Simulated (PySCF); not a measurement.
# C5H7Cl: the cost of one run

The runs use PySCF 2.14.0, with density-fitted response routines of our own; the level of theory stands in each step. All values are computed, except where a source is named. Atoms count from 0, in the outputs and in this text.

**1. Starting geometry**

13 atoms, charge 0, multiplicity 1; geometry from: MMFF94s. The atoms were then displaced at random by about 0.03 Å, so the start is not that level's minimum.

Bonds of the start (Å): C0–C1 1.26, C1–C2 1.52, C1–C3 1.57, C3–C4 1.30, C4–Cl5 1.71, C0–H6 1.12, C0–H7 1.16, C2–H8 1.15, C2–H9 1.05, C2–H10 1.07, C3–H11 1.06, C4–H12 1.06.

**2. Relaxing the molecule at PBE0-D3(BJ)/def2-SVP**

The job: settings as JSON, then the geometry in Å.

```
{"job": {"xc": "PBE0", "basis": "def2-SVP", "d3": "d3bj", "grid": 1, "shake": 0.03, "kind": "geom"}, "charge": 0, "multiplicity": 1}
C     -1.022960     1.380990     0.526510
C     -0.427960     0.341850     0.137860
C     -1.196110    -0.949430    -0.120150
C      1.133400     0.418760    -0.039070
C      1.811080    -0.627300    -0.423120
Cl     3.506210    -0.429320    -0.576960
H     -2.132880     1.438020     0.650890
H     -0.541760     2.423480     0.677710
H     -0.777880    -1.703890     0.644450
H     -1.002520    -1.288730    -1.096110
H     -2.241020    -0.853850     0.097110
H      1.520040     1.380530     0.178220
H      1.403010    -1.583210    -0.635120
```

Command:

```sh
OMP_NUM_THREADS=1 python probes_run.py task.json out
```

This one command runs all jobs of the session in turn.

Q: Estimate the wall time and peak memory of this first job on 1 thread of Intel Xeon Platinum 8488C, shared host.

About 49 s, with a peak of 0.51 GiB.
